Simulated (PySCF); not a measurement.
# Two structures, one formula

The two ends of one reaction step of SiNH₇O, closed shell (PBE0-D4/def2-TZVP).

A:

Si1  (-0.426, -0.239, -0.411)
O2  (0.865, 0.432, 0.370)
H3  (0.134, -1.514, -0.910)
H4  (-1.561, -0.439, 0.528)
N5  (-1.081, 0.676, -1.691)
H6  (1.736, -0.943, 2.455)
H7  (1.876, -1.292, 3.101)
H8  (0.735, 1.296, 0.765)
H9  (-0.591, 0.876, -2.546)
H10  (-1.922, 1.216, -1.592)
(Å)

B:

Si1  (-1.010, -0.806, 0.818)
O2  (1.976, 1.116, -0.883)
H3  (-0.566, -2.233, 0.730)
H4  (-2.423, -0.823, 1.282)
N5  (-0.905, 0.118, -0.621)
H6  (2.647, 0.545, -0.500)
H7  (-0.148, -0.153, 1.842)
H8  (1.922, 1.875, -0.297)
H9  (0.013, 0.397, -0.945)
H10  (-1.527, -0.075, -1.389)
(Å)

Program: PySCF 2.14 with density fitting (its default auxiliary sets; JK sets also for MP2 and CCSD(T)). Basis: def2-TZVPP. Cores are frozen in the correlated methods. B3LYP uses VWN-RPA correlation.

Question: Which structure is lower at CCSD(T), and by how much? (An estimate is asked for; the value comes from the calculation.)

Answer: The calculation gives: A, by 17.57 kcal/mol (electronic energy, against the other). By their contacts, A is a complex of SiNH₅O ([NH2][SiH2][OH]) + H₂ and B is a complex of SiNH₅ ([NH2][SiH3]) + H₂O.

All methods give the same order:

```csv
method,E(B) − E(A) (kcal/mol)
SPW92,16.27
PBE-D4,16.46
r2SCAN-D4,18.79
PBE0-D4,16.40
B3LYP-D4,18.10
BHLYP-D4,18.26
wB97M-V,18.25
HF,17.79
MP2,19.11
CCSD,17.29
CCSD(T),17.57
```

T1 diagnostic: at most 0.011.

Labels in which every atom is bracketed show which atoms are joined, not bond orders.

For scale, one of the runs: CCSD(T)/def2-TZVPP, 202 basis functions, launched by `OMP_NUM_THREADS=4 python run.py`. Hardware: 4 CPU threads of an Intel Xeon, shared host. Wall time 8.7 min; peak host memory 2.5 GiB.
